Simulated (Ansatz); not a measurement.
## CH3, doublet: up the ladder of correlation methods

Computed with Ansatz's Gaussian-basis code (development build); BCCD by scripts on PySCF. Settings: STO-3G; 1 core orbital frozen; no relativity. Perturbation and coupled-cluster methods stand on the Hartree–Fock determinant that coupled cluster favours; RHF here means ROHF, with semicanonical perturbation theory. The state met can differ between shapes. A minimal or small basis: far from the basis limit.

Shape A. A bond is stretched, to 1.97 times the sum of the covalent radii.

```xyz
4

C     0.0000    0.0000    0.0000
H     0.0000    2.1040    0.0000
H     0.9340   -0.5400    0.0000
H    -0.9340   -0.5400    0.0000
```

Shape B:

```
atom    x (Å)    y (Å)   z (Å)
   C   0.0000   0.0000  0.0000
   H   0.0000   1.0466  0.0000
   H   0.9340  -0.5400  0.0000
   H  -0.9340  -0.5400  0.0000
```

Shape C. A bond is stretched, to 1.66 times the sum of the covalent radii.

```xyz
4

C     0.0000    0.0000    0.0000
H     0.0000    1.7804    0.0000
H     0.9340   -0.5400    0.0000
H    -0.9340   -0.5400    0.0000
```

Correlation energy of CCSD(T), then each method's total less that of CCSD(T), in eV:

| case | E corr CCSD(T) | CCSD | BCCD | BCCD(T) | determinant |
| --- | --- | --- | --- | --- | --- |
| A RHF | -4.532 | +0.041 | +0.036 | +0.002 | 0.41 eV over the lowest such Hartree–Fock solution met |
| B RHF | -1.656 | +0.003 | +0.003 | 0.000 | – |
| B UHF | -1.534 | +0.003 | +0.003 | 0.000 | ⟨S²⟩ = 0.765 |
| C RHF | -3.187 | +0.018 | +0.017 | 0.000 | – |

(1) Give full CI less CCSD(T). Is CCSD(T) good to 1 kcal/mol?

Answers

(1) A RHF: -0.003 eV (within); B RHF: -0.002 eV (within); B UHF: -0.002 eV (within); C RHF: -0.008 eV (within).

Several Brueckner solutions were met.
